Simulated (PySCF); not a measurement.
# Fluorine: a sound run and one with changed settings

Sound run: F [He] 2s2 2p5, F⁺ [He] 2s2 2p4. Computed with PySCF 2.14 in def2-SVP (3s2p1d, 14 functions), with the non-relativistic Hamiltonian (point nucleus). In the sound run the correlated levels freeze 1s2. The sound run starts from symmetry-adapted Hartree-Fock orbitals and uses a fine grid where one is needed.

Changed run: all electrons correlated in a basis built for the valence shell.

```csv
species,method,sound run (hartree),changed run (hartree),converged
F,MP2,-99.42243,-99.42420,yes
F,CCSD(T),-99.43472,-99.43631,yes
F⁺,MP2,-98.79918,-98.80078,yes
F⁺,CCSD(T),-98.81434,-98.81579,yes
```

Ionisation energy of F:

| method | sound run (eV) | changed run (eV) |
| --- | --- | --- |
| UHF | 15.772 | 15.772 |
| MP2 | 16.959 | 16.964 |
| SCS-MP2 | 16.914 | 16.916 |
| CCSD | 16.879 | 16.882 |
| CCSD(T) | 16.881 | 16.885 |

A valence basis has no tight correlating functions, so it recovers only part of the core correlation, and not evenly between atom and ion.

For comparison, NIST gives 17.423 eV between the lowest levels.
